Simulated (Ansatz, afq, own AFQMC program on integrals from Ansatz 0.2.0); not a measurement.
# Where AFQMC and coupled cluster stand for SiPH5, singlet

```xyz
7

Si   -0.6313   -0.3589   -0.3893
P     1.0936   -0.0115    1.0412
H    -1.8574   -0.6227    0.4221
H    -0.3185   -1.5717   -1.2034
H    -0.8968    0.7884   -1.3105
H     0.6451    1.2925    1.4175
H     1.9653    0.4839    0.0224
```

Basis def2-TZVP. Only valence electrons are correlated. Integrals, coupled cluster, full CI and functionals: Ansatz 0.2.0; the random walks run on the same integrals in our own AFQMC program. The CISD trial takes its coefficients from CCSD amplitudes. Released means that phaseless walkers are propagated on without the constraint, phases kept. ± is one standard error of the sampling.

Determinant: RHF, the one that the program's search chose, which needn't be the lowest solution. The geometry is a PBE0/def2-SVP stationary point of this or a neighbouring charge and spin state.

No full CI on the walks' own integrals is used here; CCSDT(Q) serves as the reference and is uncertain by about the last step of the cluster series.

- T1 diagnostic: 0.0136
- weight of the determinant in the CISD state: 0.842
- size of the correlated space: 14 electrons in 94 orbitals

Reference: CCSDT(Q), correlation energy -9.179 eV. The released energy is read at 1.50 1/Eh (meV from the phaseless value at times in 1/Eh: 0 ± 6 at 0.24, -1 ± 5 at 0.50, -3 ± 4 at 1.00, -3 ± 6 at 1.50).

| level | E − E(reference) (kcal/mol) | share of correlation (%) |
| --- | --- | --- |
| HF | 211.67 | 0.00 |
| MP2 | 39.42 | 81.37 |
| CCSD | 8.53 | 95.97 |
| CCSD(T) | 1.24 | 99.41 |
| CCSDT | 0.34 | 99.84 |
| ph-AFQMC/HF | -0.09 ± 0.68 | 100.04 |
| ph-AFQMC/CISD | -0.11 ± 0.13 | 100.05 |
| released AFQMC | -0.18 ± 0.13 | 100.09 |

Released energies are given only where the last usable release times agree within the noise; a slower fall can still hide under it.
